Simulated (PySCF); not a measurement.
**C2H2F2 (SMILES F/C=C\F): BLYP/6-311+G(d,p)**

Aim: the vertical electron affinity of C2H2F2 at BLYP/6-311+G**, from 2 runs. The job is set up through a Python script.

The calculation is run with PySCF 2.14.0.

1 further run of the same task is left out (set aside as unsound or not needed).

### 1 Starting point

C2H2F2 has 6 atoms, charge 0, and is taken as a singlet. SMILES: `F/C=C\F`. The shape is that of a GFN2-xTB optimisation.

Bond lengths: F1–C2 1.335 Å, C2–C3 1.321 Å, C3–F4 1.335 Å, C2–H5 1.079 Å, C3–H6 1.078 Å. Angles: F1–C2–C3 123.7°, C2–C3–F4 123.7°, F1–C2–H5 113.2°, C3–C2–H5 123.0°, C2–C3–H6 123.2°, F4–C3–H6 113.1°.

### 2 The energy at BLYP/6-311+G(d,p)

The input, input.py:

```python
from pyscf import gto, dft

mol = gto.M(
    atom='''
F      0.192360    -0.836360    -1.520840
C      0.405210     0.027280    -0.525710
C     -0.327390     0.076410     0.572410
F     -1.362570    -0.733090     0.808990
H      1.239650     0.687180    -0.705780
H     -0.147270     0.778580     1.370930
''',
    spin=0,
    max_memory=1860,
    verbose=4,
    basis='6-311+g**',
)

mf = dft.RKS(mol, xc='blyp')
mf.conv_tol = 1e-10
mf.grids.level = 5
mf.kernel()
if not mf.converged:
    mf = mf.newton().run(mf.mo_coeff, mf.mo_occ)

etot = mf.e_tot
print('E = %.10f Eh' % etot)
```

On the command line:

```bash
OMP_NUM_THREADS=1 python input.py
```

The log of the run:

```text
PySCF version 2.14.0

[INPUT] num. atoms = 6
[INPUT] num. electrons = 32
[INPUT] charge = 0
[INPUT] spin (= nelec alpha-beta = 2S) = 0
[INPUT] symmetry False subgroup None
[INPUT] Mole.unit = angstrom
[INPUT] Symbol           X                Y                Z      unit          X                Y                Z       unit  Magmom
[INPUT]  1 F      0.192360000000  -0.836360000000  -1.520840000000 AA    0.363507717321  -1.580491341541  -2.873971079284 Bohr   0.0
[INPUT]  2 C      0.405210000000   0.027280000000  -0.525710000000 AA    0.765735922935   0.051551728678  -0.993447920945 Bohr   0.0
[INPUT]  3 C     -0.327390000000   0.076410000000   0.572410000000 AA   -0.618677435921   0.144393973178   1.081698130962 Bohr   0.0
[INPUT]  4 F     -1.362570000000  -0.733090000000   0.808990000000 AA   -2.574884125549  -1.385339324657   1.528769537512 Bohr   0.0
[INPUT]  5 H      1.239650000000   0.687180000000  -0.705780000000 AA    2.342598990317   1.298581998279  -1.333730904196 Bohr   0.0
[INPUT]  6 H     -0.147270000000   0.778580000000   1.370930000000 AA   -0.278299966365   1.471302966064   2.590682235950 Bohr   0.0

nuclear repulsion = 113.607617741267
number of shells = 48
number of NR pGTOs = 156
number of NR cGTOs = 100
basis = 6-311+g**
ecp = {}

******** <class 'pyscf.dft.rks.RKS'> ********
method = RKS
initial guess = minao
damping factor = 0
level_shift factor = 0
DIIS = <class 'pyscf.scf.diis.CDIIS'>
diis_start_cycle = 1
diis_space = 8
diis_damp = 0
SCF conv_tol = 1e-10
SCF conv_tol_grad = None
SCF max_cycles = 50
direct_scf = True
direct_scf_tol = 1e-13
XC library pyscf.dft.libxc version 7.0.0
    S. Lehtola, C. Steigemann, M. J.T. Oliveira, and M. A.L. Marques.,  SoftwareX 7, 1–5 (2018)
XC functionals = blyp
    A. D. Becke.,  Phys. Rev. A 38, 3098 (1988)
    C. Lee, W. Yang, and R. G. Parr.,  Phys. Rev. B 37, 785 (1988)
    B. Miehlich, A. Savin, H. Stoll, and H. Preuss.,  Chem. Phys. Lett. 157, 200 (1989)
radial grids:
    Treutler-Ahlrichs [JCP 102, 346 (1995); DOI:10.1063/1.469408] (M4) radial grids

becke partition: Becke, JCP 88, 2547 (1988); DOI:10.1063/1.454033
pruning grids: <function nwchem_prune>
grids dens level: 5
symmetrized grids: False
atomic radii adjust function: <function treutler_atomic_radii_adjust>
small_rho_cutoff = 0
Set gradient conv threshold to 1e-05
Initial guess from minao.
tot grids = 220792
init E= -277.524177688586
  HOMO = -0.268988847553761  LUMO = -0.0491533152942602  gap/eV = 5.98203
cycle= 1 E= -277.050458200519  delta_E= 0.474  |g|= 0.576  |ddm|=  2.1
  HOMO = -0.18193464174804  LUMO = -0.0132690766000633  gap/eV = 4.58962
cycle= 2 E= -276.907524474586  delta_E= 0.143  |g|= 1.14  |ddm|= 1.77
  HOMO = -0.221122006545592  LUMO = -0.0186149628365381  gap/eV = 5.51050
cycle= 3 E= -277.095852479213  delta_E= -0.188  |g|= 0.136  |ddm|= 1.25
  HOMO = -0.237285607688655  LUMO = -0.0321901413789336  gap/eV = 5.58093
cycle= 4 E= -277.099455413976  delta_E= -0.0036  |g|= 0.0346  |ddm|= 0.0982
  HOMO = -0.231492868445958  LUMO = -0.026655023296954  gap/eV = 5.57392
cycle= 5 E= -277.099734609124  delta_E= -0.000279  |g|= 0.00654  |ddm|= 0.0313
  HOMO = -0.232115600861889  LUMO = -0.0272339292472187  gap/eV = 5.57511
cycle= 6 E= -277.099743324035  delta_E= -8.71e-06  |g|= 0.000815  |ddm|= 0.00553
  HOMO = -0.232120940346476  LUMO = -0.02724198963282  gap/eV = 5.57504
cycle= 7 E= -277.099743299261  delta_E= 2.48e-08  |g|= 0.000851  |ddm|= 0.00117
  HOMO = -0.232122210140492  LUMO = -0.0272422700829206  gap/eV = 5.57507
cycle= 8 E= -277.099743460568  delta_E= -1.61e-07  |g|= 0.00012  |ddm|= 0.00065
  HOMO = -0.232125068883857  LUMO = -0.0272421107452846  gap/eV = 5.57515
cycle= 9 E= -277.099743463508  delta_E= -2.94e-09  |g|= 4.38e-05  |ddm|= 0.000151
  HOMO = -0.232125496692326  LUMO = -0.0272424574175527  gap/eV = 5.57515
cycle= 10 E= -277.099743463866  delta_E= -3.58e-10  |g|= 5.93e-06  |ddm|= 2.88e-05
  HOMO = -0.232125708188722  LUMO = -0.0272428344081489  gap/eV = 5.57515
cycle= 11 E= -277.099743463872  delta_E= -6.82e-12  |g|= 1.02e-06  |ddm|= 7.19e-06
  HOMO = -0.232125561185544  LUMO = -0.0272426600004348  gap/eV = 5.57515
Extra cycle  E= -277.099743463874  delta_E= -1.31e-12  |g|= 1.25e-06  |ddm|= 1.75e-06
converged SCF energy = -277.099743463874
E = -277.0997434639 Eh
```

Run time: 25 s. Hardware: 1 thread of Arm Neoverse N1, shared host; peak memory 0.5 GiB.

### 3 The doublet anion, same level

The input, job.py:

```python
from pyscf import gto, dft

mol = gto.Mole()
mol.atom = [
    ('F', (0.192360, -0.836360, -1.520840)),
    ('C', (0.405210, 0.027280, -0.525710)),
    ('C', (-0.327390, 0.076410, 0.572410)),
    ('F', (-1.362570, -0.733090, 0.808990)),
    ('H', (1.239650, 0.687180, -0.705780)),
    ('H', (-0.147270, 0.778580, 1.370930)),
]
mol.spin = 1
mol.charge = -1
mol.max_memory = 1860
mol.basis = '6-311+g**'
mol.verbose = 3
mol.build()

mf = dft.UKS(mol)
mf.xc = 'blyp'
mf.grids.level = 5
mf.conv_tol = 1e-10
mf.kernel()
if not mf.converged:
    mf = mf.newton().run(mf.mo_coeff, mf.mo_occ)

e_tot = mf.e_tot
print('Final energy', e_tot)
```

On the command line:

```bash
OMP_NUM_THREADS=1 python job.py
```

The log of the run:

```text
WARN: HOMO -0.0491533152942592 >= LUMO -0.049153315294258

converged SCF energy = -277.057479076135  <S^2> = 0.75007923  2S+1 = 2.0000792
Final energy -277.0574790761354
```

It took 50 s on 1 thread of Arm Neoverse N1, shared host; peak memory 0.52 GiB.

### 4 Results

Level: BLYP/6-311+G**.

| quantity | value |
| --- | --- |
| singlet C2H2F2: total energy | -277.09974 Eh |
| singlet C2H2F2: dipole moment | 2.33 D |
| singlet C2H2F2: HOMO energy | -6.32 eV |
| singlet C2H2F2: LUMO energy | -0.74 eV |
| singlet C2H2F2: HOMO–LUMO gap | 5.58 eV |
| doublet anion: total energy | -277.05748 Eh |
| doublet anion: HOMO energy (highest over α and β) | 2.82 eV |
| doublet anion: LUMO energy (lowest over α and β) | 3.29 eV |
| doublet anion: ⟨S²⟩ | 0.750 |
| vertical electron affinity (to the doublet anion) | -1.150 eV |

What this shows: The anion lies 1.15 eV (111 kJ/mol) above the neutral: the electron isn't bound at this level, and such a value depends on the basis. Mulliken charges (singlet C2H2F2) run from -0.12 on F4 to +0.15 on H6; in a basis this large or diffuse they mean little. Mulliken charges (doublet anion) run from -0.79 on C2 to +0.26 on H6; in a basis this large or diffuse they mean little. The HOMO (doublet anion) lies at positive energy, 2.82 eV, as semi-local functionals often give for anions; only total energies tell whether the electron is bound.
